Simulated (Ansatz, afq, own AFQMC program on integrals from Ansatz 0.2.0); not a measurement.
# Where AFQMC and coupled cluster stand for NH3Cl, doublet

```tsv
atom	x (Å)	y (Å)	z (Å)
N	-1.8157	-0.0109	-0.0169
H	-2.1130	0.9570	-0.0169
H	-2.1130	-0.4132	0.8634
H	-0.6267	-0.0109	-0.0169
Cl	0.8553	-0.0109	-0.0169
```

Connectivity, by distances: NH2 ··· Cl, 1 bridging H.

Basis cc-pVTZ. Noble-gas cores (and the filled d shells of Ga–Kr and In–Xe) are frozen. Integrals, coupled cluster, full CI and functionals: Ansatz 0.2.0; the random walks run on the same integrals in our own AFQMC program. The CISD trial takes its coefficients from CCSD amplitudes. Released means that phaseless walkers are propagated on without the constraint, phases kept. Error bars are statistical, one sigma.

Determinant: UHF, the one that the program's search chose, which needn't be the lowest solution. The geometry is a point of a scan.

No full CI on the walks' own integrals is used here. The released AFQMC energy serves as the reference, which it does only where one determinant dominates, the energy is flat over the last release times and near the phaseless one (40 meV or 2 meV an electron, half that with transition metals). On small molecules, where full CI could be run and the noise was under 10 meV, such values lay within 10 meV of it in 19 cases of 20, a flattering rate, since the rule was set on those same cases; what remains of the bias isn't in the error bar.

Cautions: the released value is read at 1.50 1/Eh with a noise of 18 meV, more than in the cases checked (meV from the phaseless value at times in 1/Eh: -10 ± 9 at 0.24, -9 ± 14 at 0.51, -34 ± 11 at 0.99, -36 ± 18 at 1.50).

The T1 diagnostic is 0.0345. The weight of the determinant in the CISD state is 0.834. The ⟨S²⟩ of the determinant is 0.778 and the size of the correlated space is 15 electrons in 100 orbitals.

Reference: AFQMC with the constraint released, correlation energy -12.615 ± 0.018 eV.

```
        level  E − E(reference) (kcal/mol)  share of correlation (%)
           HF                290.90 ± 0.42                      0.00
          MP2                 33.92 ± 0.42                     88.34
         CCSD                 12.25 ± 0.42                     95.79
      CCSD(T)                  1.46 ± 0.42                     99.50
ph-AFQMC/CISD                  0.83 ± 0.47                     99.71
```

A walk keeps the symmetry of its determinant, which the program's search chose and which needn't be the lowest solution, so a lower state of the same spin and another symmetry isn't excluded. Released energies are given only where the last usable release times agree within the noise; a slower fall can still hide under it.
